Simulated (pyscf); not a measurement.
A first-order saddle from PySCF, ωB97X-D3(BJ)/def2-SVP:

```xyz
7

O     -1.3111     0.2472     0.8599
Si    -1.4891    -1.3267     0.7961
O     -0.9655    -2.0583    -0.5092
H     -0.7620     0.4157    -0.3556
H     -0.5549    -0.9655    -1.1758
O     -0.3403     0.1291    -1.3659
H      0.6181     0.2525    -1.3318
```
Charge 0, spin multiplicity 2.

Surface: doublet, charge 0. Lowest wavenumbers (cm⁻¹): 1199i, 216, 406, 509, 565.

Problem. Which two sides does it connect, and which bonds change?

Solution. [O=Si–OH]• + H₂O ⇌ [O=Si–OH]• + H₂O, a concerted two-bond exchange read from left to right: H–O, H–O broken and H–O, H–O formed. At CCSD(T)/def2-TZVPP + ΔMP2(QZVPP) it lies +14.8 kJ/mol from the left side and +14.8 kJ/mol from the right (each side as separated species at their lowest minima found). On the reactant side the descent ends in a bound adduct, 55.4 kJ/mol under the separated species and 57.3 kJ/mol under the saddle at ωB97X-D3(BJ)/def2-TZVP. On the product side the descent ends in a bound adduct, 55.4 kJ/mol under the separated species and 57.3 kJ/mol under the saddle at ωB97X-D3(BJ)/def2-TZVP. At ωB97X-D3(BJ)/def2-TZVP the barrier from the zero used here is 1.9 kJ/mol. The same reactants have a lower exit, to HO–Si•(OH)–OH (barrier -37.9 kJ/mol at ωB97M-D3(BJ)/def2-TZVP, against +3.9 kJ/mol here). One saddle was located; it need not be the lowest between these sides. The CCSD(T) − MP2 part came from Ansatz, without density fitting, on the same reference.
